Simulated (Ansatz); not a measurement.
Job for Ansatz (a quantum-chemistry and plane-wave program): R-CCSD(T)/aug-cc-pVDZ on C2H6 (SMILES CC).

Ansatz 0.2 input:
```yaml
crystal:
  periodic: [false, false, false]
  atoms:
    - {symbol: C, position_ang: [0.00000020, -0.00000013, -0.76309187]}
    - {symbol: C, position_ang: [0.00000020, -0.00000013, 0.76309163]}
    - {symbol: H, position_ang: [0.00000020, -1.01606691, 1.15831231]}
    - {symbol: H, position_ang: [-0.87903844, -0.50959541, -1.15830943]}
    - {symbol: H, position_ang: [-0.87994508, 0.50802887, 1.15831013]}
    - {symbol: H, position_ang: [0.87993813, 0.50804049, 1.15830883]}
    - {symbol: H, position_ang: [-0.00180313, 1.01606605, -1.15830975]}
    - {symbol: H, position_ang: [0.88084363, -0.50646996, -1.15830912]}
basis:
  gaussian:
    orbitals: aug-cc-pVDZ
magnetization: {spin_polarized: false}
correlation: {method: ccsd_t, electrons: outside_noble_gas}
scf: {lower_state_search: off}
```

Task: Predict the final total energy.

Result: -79.5970 hartree (reference determinant -79.2373, T1 diagnostic 0.007).
